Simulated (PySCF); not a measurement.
# Simulated absorption spectrum

Compound: C4H5Cl.
Cartesian coordinates in Å at the PBE0-D3(BJ)/def2-SVP level; atoms count from 1:
```xyz
10
C4H5Cl angstrom
C      2.1325    0.2378    0.1616
C      0.9200   -0.1669   -0.1093
C     -0.3006   -0.5673   -0.3712
C     -1.5163    0.0661    0.2180
Cl    -2.6106    0.6975   -1.0609
H      2.6262    0.9955   -0.4564
H      2.6928   -0.1695    1.0100
H     -0.4574   -1.4143   -1.0507
H     -2.1082   -0.6622    0.7907
H     -1.2538    0.9066    0.8727
```

Theory: TDDFT PBE0/def2-SVPD, vertical, gas phase, core orbitals frozen in the response in PySCF.

Each state is given a Gaussian of 0.3 eV full width at half maximum, with ε(max) = 2.175×10⁸ f / Δν̃ (Δν̃ the width in cm⁻¹). The width is an assumption, not a result. The curve ends short of the highest state used, and states not computed would add to its high-energy end.

| λ (nm) | ε (L mol⁻¹ cm⁻¹) |
| --- | --- |
| 173.4 | 10635 |
| 174.5 | 7825 |
| 175.6 | 6151 |
| 176.7 | 5725 |
| 177.8 | 6454 |
| 179.0 | 8195 |
| 180.1 | 10142 |
| 181.2 | 11898 |
| 182.3 | 13058 |
| 183.4 | 13425 |
| 184.6 | 12926 |
| 185.7 | 11799 |
| 186.8 | 10234 |
| 187.9 | 8433 |
| 189.1 | 6419 |
| 190.2 | 4704 |
| 191.3 | 3239 |
| 192.4 | 2090 |
| 193.5 | 1262 |
| 194.7 | 674 |
| 195.8 | 353 |
| 196.9 | 174 |
| 198.0 | 81 |
| 199.2 | 34 |
| 200.3 | 17 |
| 201.4 | 12 |
| 202.5 | 14 |
| 203.6 | 22 |
| 204.8 | 39 |
| 205.9 | 65 |
| 207.0 | 106 |
| 208.1 | 165 |
| 209.3 | 253 |
| 210.4 | 353 |
| 211.5 | 467 |
| 212.6 | 584 |
| 213.7 | 690 |
| 214.9 | 778 |
| 216.0 | 821 |
| 217.1 | 822 |
| 218.2 | 781 |
| 219.4 | 699 |
| 220.5 | 600 |
| 221.6 | 492 |
| 222.7 | 386 |
| 223.8 | 289 |
| 225.0 | 201 |
| 226.1 | 138 |
| 227.2 | 91 |
| 228.3 | 58 |
| 229.5 | 34 |
| 230.6 | 20 |
| 231.7 | 11 |
| 232.8 | 6 |
| 233.9 | 3 |
| 235.1 | 2 |

Q: Locate the maxima and give the states behind the curve.

A: 217 nm (5.73 eV), ε about 830, made up of S1 (100%); 183 nm (6.76 eV), ε about 13000, made up of S3 (28%) and S4 (70%) (ε in L mol⁻¹ cm⁻¹; maxima over ε = 5, shares over 10%). At its high-energy end, 7.15 eV, the curve is still rising (ε about 11000, from S6 and S7). The states used: S1 5.72 eV (f 0.0092); S2 5.98 eV (f 0.0001); S3 6.64 eV (f 0.067); S4 6.81 eV (f 0.111); S5 6.94 eV (f 0.0090); S6 7.22 eV (f 0.078); S7 7.35 eV (f 0.133); S8 7.48 eV (f 0.196); S9 7.57 eV (f 0.104); S10 7.75 eV (f 0.087).

Q: Coming from long wavelengths, where does ε first pass 100 L mol⁻¹ cm⁻¹?

A: At about 227 nm (5.46 eV), 0.26 eV below S1.

Q: What would ε be at 6.76 eV, the highest of these maxima, with half the width (0.15 eV)?

A: About 17200 L mol⁻¹ cm⁻¹ against 13400, a factor of about 1.3; a lone state at its own centre would give exactly 2.

Q: On this curve, what absorbance would a 10⁻³ mol/L sample give at 193 nm over a 1 cm path?

A: 193 nm is 6.424 eV, where ε is about 1600 L mol⁻¹ cm⁻¹, so A = ε c l ≈ 1.6 (Beer–Lambert, with the gas-phase spectrum and the assumed width).

All these states lie below the vertical ionisation energy of 9.77 eV (ΔSCF).

One conformer stands for the species.
